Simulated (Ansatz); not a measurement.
System: C2Cl3 (charge 0, doublet). It need not be the lowest isomer of its formula. 
Structure (B3LYP-D3(BJ)/def2-TZVP (Ansatz, an electronic-structure program) minimum search):
```
C
C 1 1.3083
Cl 2 1.6518 1 137.45
Cl 1 1.7281 2 121.28 3 -180.00
Cl 1 1.7398 2 123.03 3 0.00
```
Charge 0, spin multiplicity 2.

### Question
Give the harmonic wavenumbers at B3LYP-D3(BJ)/def2-TZVP (Ansatz, finite differences of forces, unscaled).

### Answer
130, 193, 260, 388, 461, 583, 821, 859, 1697 cm⁻¹. Zero-point energy 7.7 kcal/mol.

### Question
From these and the geometry, give the ideal-gas thermochemistry at 298.15 K and 1 atm (rigid rotor, harmonic oscillator).

### Answer
Point group Cs, rotational symmetry number 1. Rotational constants 3.659, 1.477, 1.052 GHz. S(trans) 40.51, S(rot) 28.43, S(vib) 9.42, S(elec, spin only) 1.38, S 79.7 cal/(mol K). H(298) - H(0) 4.01 kcal/mol; G - E(el) -12.1 kcal/mol.
